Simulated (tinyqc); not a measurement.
Worked calculation: coupled-perturbed Hartree-Fock on RHF in the sto-3g basis, for H2O, spin multiplicity 1. One step of it, computed by the program tinyqc.

Problem. Iteration 8 (converged): orbitals. Diagonalise F' = X^T F X, C = X C', fill 5 alpha and 5 beta electrons from the bottom; D = 2 C_occ C_occ^T. Each column has its largest component positive (the first on a tie).

converged F (hartree):
```
             1O 1s      1O 2s     1O 2px     1O 2py     1O 2pz      2H 1s      3H 1s
1O 1s   -20.265185  -5.165142   0.000000   0.000000  -0.024603  -0.789974  -0.789974
1O 2s    -5.165142  -2.408530   0.000000   0.000000  -0.067768  -0.758236  -0.758236
1O 2px    0.000000   0.000000  -0.390868   0.000000   0.000000   0.000000   0.000000
1O 2py    0.000000   0.000000   0.000000  -0.220039   0.000000  -0.340147   0.340147
1O 2pz   -0.024603  -0.067768   0.000000   0.000000  -0.261969  -0.328228  -0.328228
2H 1s    -0.789974  -0.758236   0.000000  -0.340147  -0.328228  -0.392002  -0.244626
3H 1s    -0.789974  -0.758236   0.000000   0.340147  -0.328228  -0.244626  -0.392002
```

X:
```
            1O 1s      1O 2s    1O 2px     1O 2py     1O 2pz      2H 1s      3H 1s
1O 1s    1.023494  -0.135475  0.000000   0.000000  -0.007197   0.018149   0.018149
1O 2s   -0.135475   1.141910  0.000000   0.000000   0.067828  -0.206938  -0.206938
1O 2px   0.000000   0.000000  1.000000   0.000000   0.000000   0.000000   0.000000
1O 2py   0.000000   0.000000  0.000000   1.062408   0.000000  -0.161124   0.161124
1O 2pz  -0.007197   0.067828  0.000000   0.000000   1.038344  -0.117431  -0.117431
2H 1s    0.018149  -0.206938  0.000000  -0.161124  -0.117431   1.116865  -0.064122
3H 1s    0.018149  -0.206938  0.000000   0.161124  -0.117431  -0.064122   1.116865
```

Give: F' = X^T F X; orbital energies; coefficients C; D after iteration 8.

Solution.

F' = X^T F X (hartree):
```
          1        2        3        4        5        6        7
1  -19.8917  -2.6818   0.0000   0.0000  -0.0529  -0.0819  -0.0819
2   -2.6818  -1.3337   0.0000   0.0000   0.1005  -0.3797  -0.3797
3    0.0000   0.0000  -0.3909   0.0000   0.0000   0.0000   0.0000
4    0.0000   0.0000   0.0000  -0.0231   0.0000  -0.3787   0.3787
5   -0.0529   0.1005   0.0000   0.0000  -0.1347  -0.3018  -0.3018
6   -0.0819  -0.3797   0.0000  -0.3787  -0.3018  -0.0283  -0.0702
7   -0.0819  -0.3797   0.0000   0.3787  -0.3018  -0.0702  -0.0283
```

orbital energies (hartree): MO1 -20.2734, MO2 -1.2033, MO3 -0.5272, MO4 -0.4422, MO5 -0.3909, MO6 0.4603, MO7 0.5460

coefficients C:
```
            MO1      MO2      MO3      MO4     MO5      MO6      MO7
1O 1s    0.9945  -0.2406   0.0000   0.0928  0.0000  -0.1052   0.0000
1O 2s    0.0236   0.8967   0.0000  -0.4722  0.0000   0.6205   0.0000
1O 2px   0.0000   0.0000   0.0000   0.0000  1.0000   0.0000   0.0000
1O 2py   0.0000   0.0000   0.6175   0.0000  0.0000   0.0000   0.8941
1O 2pz   0.0030   0.0797   0.0000   0.7284  0.0000   0.7573   0.0000
2H 1s   -0.0043   0.1392   0.4550   0.3437  0.0000  -0.6882  -0.7185
3H 1s   -0.0043   0.1392  -0.4550   0.3437  0.0000  -0.6882   0.7185
```

D after iteration 8:
```
          1O 1s    1O 2s  1O 2px   1O 2py   1O 2pz    2H 1s    3H 1s
1O 1s    2.1111  -0.4721  0.0000   0.0000   0.1028  -0.0117  -0.0117
1O 2s   -0.4721   2.0552  0.0000   0.0000  -0.5448  -0.0752  -0.0752
1O 2px   0.0000   0.0000  2.0000   0.0000   0.0000   0.0000   0.0000
1O 2py   0.0000   0.0000  0.0000   0.7626   0.0000   0.5619  -0.5619
1O 2pz   0.1028  -0.5448  0.0000   0.0000   1.0739   0.5228   0.5228
2H 1s   -0.0117  -0.0752  0.0000   0.5619   0.5228   0.6890  -0.1391
3H 1s   -0.0117  -0.0752  0.0000  -0.5619   0.5228  -0.1391   0.6890
```
